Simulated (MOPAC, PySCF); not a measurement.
CHN, SMILES `C#N`, neutral singlet in the gas phase. 

Cartesian coordinates (Å):
```xyz
3

C     -0.0261    -0.2593     0.0000
N      1.1015    -0.0539     0.0000
H     -1.0755    -0.4506     0.0000
```
Charge 0, spin multiplicity 1.

All levels are single points at this geometry (B3LYP-D3(BJ)/def2-TZVP); Pople sets use spherical d functions. Orbital energies aren't observables, and empty levels follow the basis.

```csv
level,HOMO (eV),LUMO (eV),gap (eV),dipole (D),"vertical IE, Delta-SCF (eV)"
B3LYP-D3(BJ)/def2-TZVP in PySCF,-10.17,-0.02,10.15,3.03,13.73
B3LYP/6-311+G** in PySCF,-10.22,-0.22,10.00,3.06,–
HF/3-21G in PySCF,-13.51,5.73,19.24,3.07,–
HF/STO-3G in PySCF,-12.12,9.59,21.71,2.45,–
AM1 in MOPAC,-13.83,1.81,15.64,2.35,–
PM7 in MOPAC,-13.74,0.98,14.72,2.81,–
```
